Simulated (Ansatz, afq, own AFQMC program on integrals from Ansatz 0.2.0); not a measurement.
Integrals from Ansatz 0.2.0, then the random walk in our own AFQMC program (afq).

```yaml
crystal:
  periodic: [false, false, false]
  atoms:
    - {symbol: Si, position_ang: [0.000000, -0.076016, 0.557991]}
    - {symbol: N, position_ang: [0.000000, 0.040137, -0.956561]}
    - {symbol: H, position_ang: [0.000000, 1.439372, 0.783962]}
    - {symbol: H, position_ang: [0.000000, 0.895929, -1.489192]}
    - {symbol: H, position_ang: [0.000000, -0.774934, -1.550053]}
basis:
  gaussian: {orbitals: cc-pVDZ}
magnetization: {spin_polarized: false}
correlation: {method: ccsd_t, electrons: outside_noble_gas, hamiltonian_folder: ham}
```

```sh
$ ansatz run in.yaml --threads 1 --pin off --events-out ev --progress --plain --max-ram 1382MiB
```

Options of the walk:

```
--method phaseless --trial hf --walkers 120 --populations 1 --least-time 40 --time-step 0.005 --steps-per-block 20 --equilibration-blocks 112 --max-blocks 600 --target-error 0.00126 --factor-cut 1e-05 --seed 5762 --taylor-order 6
```

Times are imaginary, in 1/Eh. The walk had a cap of 733 s.

Log:

```
orbitals 41  electrons 6 6  factors 326 of 450
reference energy -345.07857723 Eh
CCSD correlation -0.28744736 Eh in 9 cycles, weight of the determinant in the CISD state 0.8774
energy of the start -345.078577 Eh
 block  time / (1/Eh)  mean weight  energy / Eh
     1     0.100  1.0004  -345.150601
     2     0.200  1.0024  -345.207741
     3     0.300  0.9991  -345.247159
     4     0.400  1.0012  -345.269334
     5     0.500  1.0031  -345.276662
    10     1.000  0.9995  -345.310656
    86     8.600  0.9996  -345.385660
   171    17.100  0.9990  -345.381971
   256    25.600  1.0006  -345.384990
   341    34.100  1.0009  -345.376020
   426    42.600  1.0006  -345.360125
   511    51.100  1.0013  -345.410479
   579    57.900  0.9985  -345.334503
   596    59.600  0.9993  -345.378900
   664    66.400  0.9987  -345.414901
   681    68.100  1.0002  -345.399126
   698    69.800  1.0001  -345.369925
blocks merged  error / Eh  count
     1  0.000925  600
     2  0.001210  300
     4  0.001491  150
     8  0.001750  75
    16  0.001890  37
    32  0.001851  18
    64  0.001947  9
energy -345.377027 +/- 0.001890 Eh
(rows thinned)
```

The run passed its tests (sampling time, drift between the halves within three errors, error under three times the target), which doesn't prove that it has relaxed.

Against this walk (error 51.4 meV) on the same determinant: CCSD(T) 98.9 meV higher (within the noise), CCSDT(Q) 63.9 meV higher (within the noise). The error is statistical and leaves out the bias of the constraint.

Cautions: constraint bias not in the error; error above the target (51.4 against 34.3 meV).

The walk took 3 min on 1 thread of Arm Neoverse V2, on a shared host. The log's last line is the phaseless energy.

CCSDT and higher add their correlation energy to the determinant of the CCSD(T) run, since their own runs factorise the integrals more tightly (a shift of under 2 meV). A walk keeps the symmetry of its determinant, which the program's search chose and which needn't be the lowest solution, so a lower state of the same spin and another symmetry isn't excluded.
